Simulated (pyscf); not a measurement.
Structures and frequencies: ωB97X-D3(BJ)/def2-SVP in PySCF.

Task: PBE/def2-TZVP puts the barrier of `[SnH2]` [singlet] + `[FH]` → `[F][SnH]` [singlet] + `[H][H]` (four-centre exchange; singlet surface; H–Sn, F–H broken, F–Sn, H–H formed) at -7.0 kcal/mol and the reaction energy at -24.1 kcal/mol, from the separated reactants. What do r²SCAN/def2-TZVP, PBE0-D3(BJ)/def2-TZVP, ωB97M-D3(BJ)/def2-TZVP give on the same structures?

Result: r²SCAN: ΔE‡ = -6.3 kcal/mol, ΔE = -24.8 kcal/mol; PBE0-D3(BJ): ΔE‡ = -2.4 kcal/mol, ΔE = -20.7 kcal/mol; ωB97M-D3(BJ): ΔE‡ = 0.0 kcal/mol, ΔE = -21.7 kcal/mol. PBE's barrier lies under all of them, by 0.6 to 7.0 kcal/mol. Its reaction energy lies among theirs. On the reactant side the descent ends in a bound adduct, 8.6 kcal/mol under the separated species and 7.2 kcal/mol under the saddle at ωB97X-D3(BJ)/def2-TZVP. At PBE, r²SCAN, PBE0-D3(BJ) the saddle lies under the separated reactants, which points to a path from their complex (located at ωB97X-D3(BJ) alone). At the saddle there is also a short H–Sn contact that neither side keeps. This is the saddle that the search found; another between the same sides may lie lower. Elements past Kr carry the def2 core potentials, without spin-orbit coupling.
